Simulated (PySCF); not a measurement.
Unknown compound

The spectra below were simulated for a compound C₂H₃FO.

1H NMR (400 MHz, computed): δ 2.05 (d, J = 5.9 Hz, 3H).

13C{1H} NMR (computed): δ 161.0 (C, d, J = 421.7 Hz), 18.5 (CH3, d, J = 64.9 Hz).

One computed conformer, one averaged value for each set of equivalent atoms, isolated molecule, non-relativistic. Spin–spin couplings from B3LYP/pcJ-1; PBE0-D3(BJ)/def2-SVP geometry; shieldings: GIAO KT3/pcSseg-2; PySCF.

Referencing at the same level of theory: 1H (σ = 31.35 ppm) and 13C (σ = 181.31 ppm) against TMS.

Task: What is the structure?

Result: 
Rings plus π bonds: 1 (no ring in the answer). 2 carbon signals for 2 carbons: no two carbons are equivalent. Carbon types of the structure: 1 × C, 1 × CH3, which accounts for all hydrogens. δC 161.0: carbonyl carbon. δC 18.5: methyl carbon α to a carbonyl; the adjacent C=O deshields it moderately. δH 2.05: hydrogen on a methyl carbon α to a carbonyl; α to C=O.

The compound is Acetyl fluoride (SMILES CC(=O)F).

Common functionals overestimate the size of one-bond C–F couplings by tens of Hz; these are unscaled. Splittings below 1 Hz are ignored in the labels, and close J values are merged. Shifts are as computed, not scaled to solution data. Of 1211 compounds with measured shifts, 218 miss one by over three times the rms of a fit or turn the order of signals round; such compounds aren't used in these exercises.
